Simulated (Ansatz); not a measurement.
**P2H3 (doublet): from Hartree-Fock to the top rungs, cc-pVDZ**

How much of the correlation energy of P2H3 (doublet) does each wave-function method recover here?

Computed with Ansatz 0.2.0, Gaussian basis. Level: cc-pVDZ, core rule «outside noble gas», up to 10 orbitals frozen.

Plan: UHF; CCSD(T) on ROHF; CCSD(T) on UHF; BCCD(T) on ROHF; CISD; CCSDT(Q) on ROHF; CCSDT(Q) on UHF.

25 further runs of the same task are left out: 11 that didn't finish, 14 set aside as unsound or not needed.

## (1) What is computed

The geometry is a PBE0/def2-TZVP stationary point (not a proven minimum).

5 atoms, charge 0, spin multiplicity 2.

Atoms are counted from 1 here; the program's logs count them from 0.

Bond lengths: P1–P2 2.172 Å, P1–H3 1.420 Å, P1–H4 1.417 Å, P2–H5 1.425 Å. Angles: P2–P1–H3 99.9°, P2–P1–H4 97.1°, H3–P1–H4 95.4°, P1–P2–H5 91.8°.

## (2) UHF

Contents of in.yaml:

```yaml
crystal:
  periodic: [false, false, false]
  atoms:
    - {symbol: P, position_ang: [0.093115, 0.049154, 1.058475]}
    - {symbol: P, position_ang: [-0.044225, -0.081602, -1.105068]}
    - {symbol: H, position_ang: [-1.047425, 0.851426, 1.327277]}
    - {symbol: H, position_ang: [-0.541730, -1.184578, 1.348326]}
    - {symbol: H, position_ang: [0.086751, 1.330267, -1.243818]}
basis:
  gaussian: {orbitals: cc-pVDZ}
magnetization: {spin_polarized: true, initial_magnetization: 1}
hamiltonian: {xc: hf}
output: {orbitals: {seedname: orbitals}}
```

Command:

```
$ ansatz run in.yaml --threads 1 --pin off --events-out ev --progress --plain --max-ram 2393MiB
```

The runs that follow: CCSD(T) on ROHF; CCSD(T) on UHF; BCCD(T) on ROHF; CISD; CCSDT(Q) on ROHF; CCSDT(Q) on UHF.

Before running them: what should the planned runs give, taken together? Wanted: UCCSDT(Q) below the RHF energy; RMP2 from UCCSDT(Q); UMP2 from UCCSDT(Q); RCCSD from UCCSDT(Q); RCCSD(T) from UCCSDT(Q); UCCSD(T) from UCCSDT(Q); RCCSDT(Q) from UCCSDT(Q); T1 diagnostic.

As calculated:

| quantity | value |
| --- | --- |
| UCCSDT(Q) below the RHF energy | -7.6617 eV |
| RMP2 from UCCSDT(Q) | +32.37 kcal/mol |
| UMP2 from UCCSDT(Q) | +32.76 kcal/mol |
| RCCSD from UCCSDT(Q) | +6.16 kcal/mol |
| RCCSD(T) from UCCSDT(Q) | +1.06 kcal/mol |
| UCCSD(T) from UCCSDT(Q) | +1.07 kcal/mol |
| RCCSDT(Q) from UCCSDT(Q) | +0.01 kcal/mol |
| levels within 1 kcal/mol (43 meV) | RCCSDT, UCCSDT, RCCSDT(Q) |
| T1 diagnostic | 0.021 |

What this shows: RCCSD(T) misses by +1.06 kcal/mol, 0.6 % of the correlation energy. These misses are within one basis, not against nature; the frozen cores of restricted and unrestricted runs differ, which can shift their rows.
